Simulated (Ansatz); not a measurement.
A made-up structure of CH2FSi, doublet:

```tsv
atom	x (Å)	y (Å)	z (Å)
F1	0.5311	-0.4363	0.8701
C2	0.6270	-1.6035	1.4172
Si3	-0.0717	0.3617	-0.5217
H4	-1.2663	-0.1337	-1.2459
H5	0.1799	1.8118	-0.5198
```

It is relaxed with PBE-D4/def2-SVP and then PBE0-D4/def2-TZVP (Ansatz 0.2.0). Atoms count as bonded within 1.22 times the sum of their covalent radii (H–H: 0.88 Å). The end point is not checked to be a true minimum.

Task: Does its bonding change? (Judge from chemistry; the calculation decides.)

Result: The calculation gives: Yes. Formed: none; broken: F1–Si3.

Where it ends: The first stage lowers the energy by 2.25 eV in 21 steps. It ends as a complex of SiH₂ + CF:
| atom | x (Å) | y (Å) | z (Å) |
| --- | --- | --- | --- |
| F1 | 0.9487 | -0.9507 | 0.7503 |
| C2 | 0.2724 | -1.2004 | 1.8054 |
| Si3 | 0.1241 | 0.6895 | -1.3237 |
| H4 | -1.1479 | -0.1221 | -1.1013 |
| H5 | -0.1974 | 1.5837 | -0.1307 |

For scale, one of the runs: PBE0-D4/def2-TZVP relaxation, 111 basis functions, launched by `ansatz run in.yaml --threads 2 --pin off --events-out ev --progress --plain --max-ram 4352MiB`. The run took about 3 min on 2 CPU threads of an Arm Neoverse V1 (shared host).
